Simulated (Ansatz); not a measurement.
## Two structures, one formula

Two relaxed structures of C2H4N (charge +1), closed shell (PBE0-D4/def2-TZVP; forces vanish, vibrations not checked).

A:

```xyz
7
angstrom
C -1.0046 0.2717 -0.6637
C 1.0144 -0.2744 0.6702
N 0.0049 -0.0013 0.0033
H -1.5940 -0.5348 -1.1001
H -1.2890 1.3146 -0.8047
H 0.9216 -0.4308 1.7450
H 1.9810 -0.3544 0.1726
```

B:

```xyz
7
angstrom
C -1.0269 0.2778 -0.6785
C 0.0126 -0.0035 0.0087
N 1.0314 -0.2790 0.6815
H -1.6242 -0.5180 -1.1197
H -1.3218 1.3150 -0.8269
H 0.9789 -0.4312 1.6884
H 1.9499 -0.3611 0.2465
```

Computed with Ansatz 0.2.0 (basis: def2-TZVPP); correlated methods freeze the cores. B3LYP uses VWN-RPA correlation.

(1) Which structure is lower at CCSD(T), and by how much? (To be estimated.)

The T1 diagnostic stays at or below 0.019.

## Answers

(1) Computed: B, by 0.034 eV (electronic energy, against the other); a gap this small isn't resolved in one triple-zeta basis. By their contacts, A is C₂H₄N ([CH2][N][CH2]), total charge +1 and B is C₂H₄N ([CH2][C][NH2]), total charge +1.

All methods give the same order:

| method | E(B) − E(A) (eV) |
| --- | --- |
| PBE-D4 | -0.073 |
| r2SCAN-D4 | -0.109 |
| PBE0-D4 | -0.113 |
| B3LYP-D4 | -0.060 |
| wB97M-V | -0.150 |
| HF | -0.060 |
| MP2 | -0.073 |
| CCSD | -0.052 |
| CCSD(T) | -0.034 |

Labels in which every atom is bracketed show which atoms are joined, not bond orders.

For scale, one of the runs: CCSD(T)/def2-TZVPP, 149 basis functions, launched by `ansatz run in.yaml --threads 2 --pin off --events-out ev --progress --plain --max-ram 4352MiB`. Hardware: 2 CPU threads of an Arm Neoverse V1, shared host. Wall time 11 s; peak host memory 0.97 GiB.
